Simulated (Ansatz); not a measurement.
We consider solid bromine, described by r²SCAN-D4 (plane waves, PAW; Ansatz, a program for electronic structure).

Settings: plane-wave cutoff 500 eV, 8×8×4 k mesh (along the axes of the cell as run), gaussian smearing 0.02 eV, scalar-relativistic PAW data made under PBE.

Cell (relaxed at this level):

Space group Cmce (No. 64); a = 6.900 Å, b = 4.205 Å, c = 8.708 Å, α = 90.00°, β = 90.00°, γ = 90.00°

```csv
atom,site,symmetry,x,y,z
Br,8f,m..,0.0000,0.1425,0.1163
```
(The calculation used a cell of 4 atoms; values per cell refer to that cell.)

Task: Predict the band gap.

Result: 
- band gap: 1.67 eV (on the SCF k mesh)

Spin–orbit coupling is not included.

Computed values are for the static lattice.
